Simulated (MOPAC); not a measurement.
MOPAC input (AM1):

```
AM1 1SCF UHF MS=0.5 GEO-OK AUX(PRECISION=9) THREADS=1
ClO

Cl   -0.00000000 1   -0.00000000 1   -0.50551697 1
O     0.00000000 1    0.00000000 1    1.07422357 1
```

From the last part of the output:

```
                                                       MOPAC v23.2.5 Linux

          FINAL HEAT OF FORMATION =         33.63491 KCAL/MOL =     140.72845 KJ/MOL

          COSMO AREA              =         64.05 SQUARE ANGSTROMS
          COSMO VOLUME            =         46.21 CUBIC ANGSTROMS

          IONIZATION POTENTIAL    =         11.452717 EV
          ALPHA SOMO LUMO (EV)    =        -11.813  0.640
          BETA  SOMO LUMO (EV)    =        -11.453 -1.229
          NO. OF ALPHA ELECTRONS  =          7
          NO. OF BETA  ELECTRONS  =          6
          MOLECULAR WEIGHT        =         51.4524         POINT GROUP:  C*v

          MOLECULAR DIMENSIONS (Angstroms)

            Atom       Atom       Distance
            O     2   Cl     1     1.57974
            O     2   Cl     1     0.00000
           Cl     1    O     2     0.00000

          SCF CALCULATIONS        =          1

   ATOM   CHEMICAL          X               Y               Z
  NUMBER   SYMBOL      (ANGSTROMS)     (ANGSTROMS)     (ANGSTROMS)

     1      Cl         -0.00000000  *  -0.00000000  *  -0.50551697  *
     2       O          0.00000000  *   0.00000000  *   1.07422357  *

                             CARTESIAN COORDINATES

   1   Cl       -0.000000000    -0.000000000    -0.505516970
   2    O        0.000000000     0.000000000     1.074223570

           Empirical Formula: O Cl  =     2 atoms

      MOLECULAR POINT GROUP   :   C*v

          ALPHA EIGENVALUES
 -39.46435 -35.35243 -17.92023 -16.77602 -15.84814 -12.42399 -11.81256   0.64025

           BETA EIGENVALUES
 -38.84832 -32.54988 -17.29950 -15.43950 -13.95681 -11.45272  -1.22924   1.19556

              NET ATOMIC CHARGES AND DIPOLE CONTRIBUTIONS

  ATOM NO.   TYPE          CHARGE      No. of ELECS.   s-Pop       p-Pop
    1         Cl           0.149978        6.8500     1.98971     4.86031
    2          O          -0.149978        6.1500     1.96860     4.18137
 DIPOLE           X         Y         Z       TOTAL
 POINT-CHG.     0.000     0.000    -1.138     1.138
 HYBRID         0.000    -0.000    -0.169     0.169
 SUM            0.000    -0.000    -1.307     1.307

          ATOMIC ORBITAL ELECTRON POPULATIONS

     Atom    s        px        py        pz
    1 Cl   1.98971   2.00000   1.83804   1.02227
    2  O   1.96860   2.00000   1.16196   1.01941

                    (SZ)    =    0.500000
                    (S**2)  =    0.751057

          ATOMIC ORBITAL SPIN POPULATIONS

    Atom   Total    s     px     py     pz
         Atomic
    1 Cl  0.1318  0.000  0.000  0.162 -0.031
    2  O  0.8682  0.004  0.000  0.838  0.026

 **********************
 *                    *
 * JOB ENDED NORMALLY *
 *                    *
 **********************

 == MOPAC DONE ==
```
